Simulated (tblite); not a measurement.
Dimethyl sulfoxide, C2H6OS.
SMILES with atom numbers: `[CH3:1][S:2]([CH3:3])=[O:4]` (hydrogens: H5, H6, H7 on C1; H8, H9, H10 on C3)

Computed values, GFN2-xTB/tblite, gas phase, harmonic and unscaled. Errors from tens to a few hundred cm⁻¹ against measured bands are possible.

Harmonic wavenumbers (cm⁻¹): 123.9, 182.5, 270.9, 305.5, 362.3, 653.9, 663.8, 818.2, 867.7, 899.8, 938.1, 1145.2, 1283.3, 1290.1, 1431.2, 1443.2, 1452.4, 1463.6, 3052.9, 3054.0, 3063.4, 3067.4, 3072.1, 3075.8.

A = 6905, B = 6742, C = 4154 MHz; mass 78.014 u (most abundant isotopes); point group Cs, symmetry number 1.

**Question.** What is the zero-point energy?

**Answer.** ½Σν̃ = 16991 cm⁻¹ = 48.58 kcal/mol.

**Question.** Entropy at 200 K, 1 bar (ideal gas, RRHO, classical rotation)?

**Answer.** Translation 37.02, rotation 23.73, vibration 6.48: S = 67.2 cal/(mol K).

**Question.** And Cp and H(200 K) − H(0)?

**Answer.** Cp = 16.97 cal/(mol K), of which vibrations give 9.03 (their classical limit is 24 R = 47.7); H(200 K) − H(0) = 2.40 kcal/mol without the zero-point energy, 0.81 from vibrations.

**Question.** How do the functions run with temperature in this model?

**Answer.** 
```csv
T (K),S (cal/(mol K)),Cp (cal/(mol K)),H − H(0) (kcal/mol),G − H(0) (kcal/mol),ln q(vib)
150,62.7,14.7,1.61,-7.79,0.72
250,71.3,19.3,3.31,-14.51,1.74
298.15,74.9,21.5,4.29,-18.03,2.26
400,81.8,26.0,6.72,-26.01,3.38
600,93.8,32.9,12.66,-43.60,5.60
900,108.5,39.8,23.64,-74.03,8.80
```

q(vib) and H(0) count from the zero-point level.

**Question.** What must be added to the electronic energy to get the Gibbs energy at 200 K and 1 bar?

**Answer.** ZPE + [H(200 K) − H(0)] − T·S = 48.58 + 2.40 − 13.45 = 37.53 kcal/mol.

Hindered rotation and anharmonicity are outside this model.
